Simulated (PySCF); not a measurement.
# Ethene, 1,2-difluoro-, (Z)- (C₂H₂F₂): electronic excitations at several levels of theory, part 2 of 2

PySCF 2.14.0. Atoms count from 0.

## 10. Excited states and response: PBE0/aug-cc-pVDZ

What the job is given:

```
{"job": {"kind": "uv", "xc": "PBE0", "basis": "aug-cc-pVDZ"}, "charge": 0, "multiplicity": 1}
F      1.082682     0.728373    -1.163765
C      0.480139    -0.207886    -0.445378
C     -0.468189     0.058481     0.447691
F     -0.899632     1.284868     0.703746
H      0.819122    -1.228283    -0.639225
H     -0.951000    -0.731563     1.027653
```

Level: TDDFT PBE0/aug-cc-pVDZ, vertical, gas phase, core orbitals frozen in the response.

The program printed:

```text
coarse grid: 5584 points
cycle   1  E = -276.7675105169  dE =  5.296e-01  |g| = 4.604e-01  |ddm| = 5.085e+00
cycle   2  E = -276.7300494148  dE =  3.746e-02  |g| = 6.744e-01  |ddm| = 1.228e+00
cycle   3  E = -276.8027417922  dE = -7.269e-02  |g| = 5.472e-02  |ddm| = 7.324e-01
cycle   4  E = -276.8032712669  dE = -5.295e-04  |g| = 5.770e-03  |ddm| = 7.824e-02
cycle   5  E = -276.8032785222  dE = -7.255e-06  |g| = 2.760e-03  |ddm| = 2.445e-02
final grid: 56368 points
cycle   6  E = -276.8063938915  dE = -1.910e-05  |g| = 3.756e-03  |ddm| = 5.898e-02
cycle   7  E = -276.8063911103  dE =  2.781e-06  |g| = 5.631e-03  |ddm| = 1.290e-02
cycle   8  E = -276.8063964056  dE = -5.295e-06  |g| = 2.568e-04  |ddm| = 6.650e-03
cycle   9  E = -276.8063964181  dE = -1.249e-08  |g| = 8.693e-05  |ddm| = 7.983e-04
cycle  10  E = -276.8063964198  dE = -1.689e-09  |g| = 1.962e-05  |ddm| = 2.188e-04
cycle  11  E = -276.8063964199  dE = -6.156e-11  |g| = 8.955e-06  |ddm| = 4.224e-05
converged SCF energy = -276.8063964199

Static polarisability (au): isotropic 28.130, principal 21.307 26.997 36.087

Singlet excitations
state   eV       nm        f      main configurations
  1   6.2032    199.9   0.02707   H->L 0.92
  2   6.8837    180.1   0.00226   H->L+3 0.92
  3   7.2786    170.3   0.00000   H->L+2 0.99
  4   7.6048    163.0   0.30532   H->L+1 0.94
  5   8.0091    154.8   0.01380   H->L+4 0.99
  6   8.4368    147.0   0.00003   H->L+5 0.98
  7   8.4415    146.9   0.01760   H->L+6 0.93
  8   9.0158    137.5   0.00000   H-1->L+1 0.98
  9   9.1438    135.6   0.04879   H->L+7 0.91
 10   9.4847    130.7   0.01319   H-1->L 0.84, H-1->L+3 0.13

Triplet excitations (Tamm-Dancoff, eV): 4.4363 5.9220 6.6722 7.2175
```

It took 4 s on 1 thread of Intel Xeon Platinum 8375C at 2.90GHz, shared host; peak memory 0.45 GiB.

This run: HOMO -7.59 eV, LUMO -0.09 eV; lowest singlet 6.20 eV.

## 11. Ultraviolet spectrum: PBE0/aug-cc-pVTZ

The job, as its differences from that of step 10:

```diff
@@ -1,2 +1,2 @@
-{"job": {"kind": "uv", "xc": "PBE0", "basis": "aug-cc-pVDZ"}, "charge": 0, "multiplicity": 1}
+{"job": {"kind": "uv", "xc": "PBE0", "basis": "aug-cc-pVTZ"}, "charge": 0, "multiplicity": 1}
 F      1.082682     0.728373    -1.163765
```

With the program's defaults for keys left out, this is: TDDFT PBE0/aug-cc-pVTZ, vertical, gas phase, core orbitals frozen in the response.

The program printed:

```text
coarse grid: 5584 points
cycle   1  E = -276.8399498467  dE =  5.159e-01  |g| = 5.205e-01  |ddm| = 4.815e+00
cycle   2  E = -276.7938453509  dE =  4.610e-02  |g| = 7.769e-01  |ddm| = 1.199e+00
cycle   3  E = -276.8803142466  dE = -8.647e-02  |g| = 6.114e-02  |ddm| = 7.189e-01
cycle   4  E = -276.8809201512  dE = -6.059e-04  |g| = 9.462e-03  |ddm| = 8.188e-02
cycle   5  E = -276.8809383352  dE = -1.818e-05  |g| = 3.796e-03  |ddm| = 2.098e-02
cycle   6  E = -276.8809413854  dE = -3.050e-06  |g| = 3.153e-04  |ddm| = 5.948e-03
final grid: 56368 points
cycle   7  E = -276.8794912985  dE = -4.592e-05  |g| = 5.194e-03  |ddm| = 2.384e-01
cycle   8  E = -276.8794877837  dE =  3.515e-06  |g| = 7.135e-03  |ddm| = 1.651e-02
cycle   9  E = -276.8794964347  dE = -8.651e-06  |g| = 8.830e-04  |ddm| = 7.963e-03
cycle  10  E = -276.8794965566  dE = -1.219e-07  |g| = 1.541e-04  |ddm| = 1.301e-03
cycle  11  E = -276.8794965608  dE = -4.246e-09  |g| = 1.688e-05  |ddm| = 2.061e-04
cycle  12  E = -276.8794965609  dE = -3.632e-11  |g| = 5.512e-06  |ddm| = 2.531e-05
converged SCF energy = -276.8794965609

Static polarisability (au): isotropic 28.586, principal 21.915 27.378 36.464

Singlet excitations
state   eV       nm        f      main configurations
  1   6.2040    199.8   0.02684   H->L 0.91
  2   6.8755    180.3   0.00190   H->L+3 0.91
  3   7.2466    171.1   0.00000   H->L+2 0.98
  4   7.5830    163.5   0.29917   H->L+1 0.94
  5   7.8175    158.6   0.01245   H->L+4 0.99
  6   8.2773    149.8   0.01129   H->L+6 0.90
  7   8.3159    149.1   0.00000   H->L+5 0.97
  8   8.7695    141.4   0.04100   H->L+7 0.91
  9   9.0099    137.6   0.00000   H-1->L+1 0.96
 10   9.1691    135.2   0.05395   H->L+8 0.96

Triplet excitations (Tamm-Dancoff, eV): 4.4310 5.9207 6.6708 7.1930
```

It took 12 s on 1 thread of Intel Xeon Platinum 8375C at 2.90GHz, shared host; peak memory 0.73 GiB.

Key values: HOMO -7.60 eV, LUMO -0.12 eV; lowest singlet 6.20 eV.

## 12. Excited states and response: PBE0/def2-TZVPD

The job, as its differences from that of step 11:

```diff
@@ -1,2 +1,2 @@
-{"job": {"kind": "uv", "xc": "PBE0", "basis": "aug-cc-pVTZ"}, "charge": 0, "multiplicity": 1}
+{"job": {"kind": "uv", "xc": "PBE0", "basis": "def2-TZVPD"}, "charge": 0, "multiplicity": 1}
 F      1.082682     0.728373    -1.163765
```

With the program's defaults for keys left out, this is: TDDFT PBE0/def2-TZVPD, vertical, gas phase, core orbitals frozen in the response.

The program printed:

```text
coarse grid: 5584 points
cycle   1  E = -276.8453987954  dE =  5.181e-01  |g| = 5.270e-01  |ddm| = 2.128e+00
cycle   2  E = -276.7966478774  dE =  4.875e-02  |g| = 7.884e-01  |ddm| = 7.319e-01
cycle   3  E = -276.8870213457  dE = -9.037e-02  |g| = 6.141e-02  |ddm| = 3.951e-01
cycle   4  E = -276.8876460124  dE = -6.247e-04  |g| = 9.597e-03  |ddm| = 4.849e-02
cycle   5  E = -276.8876651220  dE = -1.911e-05  |g| = 3.830e-03  |ddm| = 1.354e-02
cycle   6  E = -276.8876682550  dE = -3.133e-06  |g| = 2.967e-04  |ddm| = 4.817e-03
final grid: 56368 points
cycle   7  E = -276.8904829403  dE = -4.334e-05  |g| = 4.238e-03  |ddm| = 7.883e-02
cycle   8  E = -276.8904817936  dE =  1.147e-06  |g| = 5.084e-03  |ddm| = 7.756e-03
cycle   9  E = -276.8904866936  dE = -4.900e-06  |g| = 9.494e-04  |ddm| = 3.154e-03
cycle  10  E = -276.8904868211  dE = -1.275e-07  |g| = 1.632e-04  |ddm| = 6.983e-04
cycle  11  E = -276.8904868254  dE = -4.305e-09  |g| = 1.622e-05  |ddm| = 1.447e-04
cycle  12  E = -276.8904868254  dE = -3.070e-11  |g| = 7.080e-06  |ddm| = 2.678e-05
converged SCF energy = -276.8904868254

Static polarisability (au): isotropic 28.479, principal 21.654 27.379 36.405

Singlet excitations
state   eV       nm        f      main configurations
  1   6.3556    195.1   0.02561   H->L 0.96
  2   7.2981    169.9   0.00396   H->L+2 0.95
  3   7.6945    161.1   0.00000   H->L+3 0.99
  4   7.7033    160.9   0.33227   H->L+1 0.95
  5   8.6489    143.4   0.01408   H->L+6 0.90
  6   8.6846    142.8   0.00000   H->L+4 0.97
  7   8.7815    141.2   0.01499   H->L+5 0.99
  8   9.0296    137.3   0.00000   H-1->L+1 0.98
  9   9.4280    131.5   0.08804   H->L+7 0.92
 10   9.6150    128.9   0.00697   H-1->L 0.92

Triplet excitations (Tamm-Dancoff, eV): 4.4320 6.0037 7.0655 7.6084
```

Run time: 8.2 s. Hardware: 1 thread of Intel Xeon Platinum 8375C at 2.90GHz, shared host; peak memory 0.61 GiB.

Key values: HOMO -7.59 eV, LUMO 0.23 eV; lowest singlet 6.36 eV.

## 13. TDDFT and polarisability: PBE0/6-31+G*

The job, as its differences from that of step 12:

```diff
@@ -1,2 +1,2 @@
-{"job": {"kind": "uv", "xc": "PBE0", "basis": "def2-TZVPD"}, "charge": 0, "multiplicity": 1}
+{"job": {"kind": "uv", "xc": "PBE0", "basis": "6-31+G*"}, "charge": 0, "multiplicity": 1}
 F      1.082682     0.728373    -1.163765
```

Method: TDDFT PBE0/6-31+G*, vertical, gas phase, core orbitals frozen in the response.

The program printed:

```text
coarse grid: 5584 points
cycle   1  E = -276.7485677396  dE =  5.244e-01  |g| = 4.421e-01  |ddm| = 2.304e+00
cycle   2  E = -276.7165656977  dE =  3.200e-02  |g| = 6.420e-01  |ddm| = 8.057e-01
cycle   3  E = -276.7824704554  dE = -6.590e-02  |g| = 5.109e-02  |ddm| = 4.908e-01
cycle   4  E = -276.7829432902  dE = -4.728e-04  |g| = 5.903e-03  |ddm| = 4.337e-02
cycle   5  E = -276.7829508318  dE = -7.542e-06  |g| = 2.753e-03  |ddm| = 9.192e-03
final grid: 56368 points
cycle   6  E = -276.7780265399  dE = -1.205e-05  |g| = 4.622e-03  |ddm| = 1.432e-02
cycle   7  E = -276.7780218754  dE =  4.664e-06  |g| = 7.133e-03  |ddm| = 7.065e-03
cycle   8  E = -276.7780302370  dE = -8.362e-06  |g| = 1.673e-04  |ddm| = 4.474e-03
cycle   9  E = -276.7780302428  dE = -5.865e-09  |g| = 6.876e-05  |ddm| = 2.269e-04
cycle  10  E = -276.7780302439  dE = -1.077e-09  |g| = 1.670e-05  |ddm| = 7.210e-05
cycle  11  E = -276.7780302440  dE = -4.104e-11  |g| = 9.303e-06  |ddm| = 2.010e-05
converged SCF energy = -276.7780302440

Static polarisability (au): isotropic 25.518, principal 18.128 23.902 34.525

Singlet excitations
state   eV       nm        f      main configurations
  1   6.3552    195.1   0.03228   H->L 0.97
  2   7.1356    173.8   0.00850   H->L+2 0.98
  3   7.6327    162.4   0.00000   H->L+3 0.99
  4   7.7159    160.7   0.32532   H->L+1 0.94
  5   8.1665    151.8   0.01137   H->L+4 0.99
  6   8.6188    143.9   0.00000   H->L+5 0.99
  7   8.7824    141.2   0.07604   H->L+6 0.94
  8   9.1050    136.2   0.00000   H-1->L+1 0.98
  9   9.6530    128.4   0.00902   H-1->L 0.92
 10   9.7207    127.5   0.00227   H->L+8 0.92

Triplet excitations (Tamm-Dancoff, eV): 4.4496 6.0017 6.9586 7.5328
```

Wall time 2.9 s (1 thread of Intel Xeon Platinum 8375C at 2.90GHz, shared host); peak memory 0.42 GiB.

This run: HOMO -7.58 eV, LUMO 0.26 eV; lowest singlet 6.36 eV.

## 14. Comparing the runs: electronic excitations

Excitations and ground-state properties, with basis size and wall time:

| run | lowest singlet (eV) | brightest (eV) | f | gap (eV) | α (Å³) | μ (D) | functions | time |
| --- | --- | --- | --- | --- | --- | --- | --- | --- |
| BHandHLYP/def2-SVPD | 6.85 | 7.95 | 0.384 | 9.94 | 4.01 | 2.45 | 102 | 6.1 s |
| CAM-B3LYP/def2-SVPD | 6.63 | 7.78 | 0.356 | 10.27 | 4.11 | 2.34 | 102 | 7.3 s |
| wB97X-D/def2-SVPD | 6.87 | 7.85 | 0.361 | 11.71 | 4.12 | 2.28 | 102 | 7.3 s |
| LC-wPBE/def2-SVPD | 7.02 | 7.85 | 0.367 | 12.69 | 4.07 | 2.34 | 102 | 12 s |
| PBE0/6-31G* | 7.61 | 8.16 | 0.363 | 8.07 | 3.13 | 2.09 | 60 | 2.4 s |
| PBE0/def2-SVP | 7.44 | 8.07 | 0.376 | 7.99 | 3.19 | 2.21 | 66 | 2.7 s |
| PBE0/def2-TZVP | 6.99 | 7.82 | 0.354 | 7.94 | 3.79 | 2.21 | 136 | 5.4 s |
| PBE0/aug-cc-pVDZ | 6.20 | 7.60 | 0.305 | 7.50 | 4.17 | 2.19 | 110 | 4 s |
| PBE0/aug-cc-pVTZ | 6.20 | 7.58 | 0.299 | 7.47 | 4.24 | 2.17 | 230 | 12 s |
| PBE0/def2-TZVPD | 6.36 | 7.70 | 0.332 | 7.83 | 4.22 | 2.17 | 172 | 8.2 s |
| PBE0/6-31+G* | 6.36 | 7.72 | 0.325 | 7.84 | 3.78 | 2.42 | 76 | 2.9 s |

Measured dipole: 2.42 D (gas; NIST CCCBDB Release 22 (SRD 101), experimental dipoles).

## 15. Summary of results

This closing draws on all 2 parts.

| quantity | value |
| --- | --- |
| point group | C2v |
| rotational constants (main isotopes) | 21.84, 5.80, 4.58 GHz |
| lowest singlet (BHandHLYP/def2-SVPD) | 6.85 eV (181 nm), f = 0.028 |
| brightest single state of those computed | state 2, 7.95 eV, f = 0.384 |
| lowest triplet | 4.35 eV |
| vertical ionisation energy (ΔSCF) | 10.36 eV |
| range of the lowest singlet | 6.20 to 7.61 eV |

What this shows: Single values in the summary come from the first run of each kind that ended normally (BHandHLYP/def2-SVPD), which need not be the best level. The optimisation took 8 steps and gained 0.302 eV; among the close pairs (by a distance rule), C2–H5 changed most, from 1.033 to 1.093 Å. The first singlet state (HOMO→LUMO 0.88) lies at 6.85 eV and is weak; of the 10 states computed, the strongest absorption comes from state 2 at 7.95 eV. The lowest triplet lies 2.50 eV below the lowest singlet (triplets in Tamm-Dancoff, singlets in full TDDFT). At BHandHLYP/def2-SVPD, the highest states lie near or above the ionisation energy, where they hang on the basis. The orbital energy would give 8.91 eV for ionisation, ΔSCF gives 10.36 eV. The dipole moment, 2.45 D, compares with 2.42 D measured. The lowest singlet runs from 6.20 eV (PBE0/aug-cc-pVDZ) to 7.61 eV (PBE0/6-31G*), while the orbital gap spans 7.47 to 12.69 eV. The lowest state need not be the same one in every run. For the measured dipole, PBE0/6-31+G* misses least (0.00 D, 2.9 s) and PBE0/6-31G* most (0.33 D, 2.4 s). One molecule ranks no method: errors cancel, and vibration and temperature are missing from all runs.
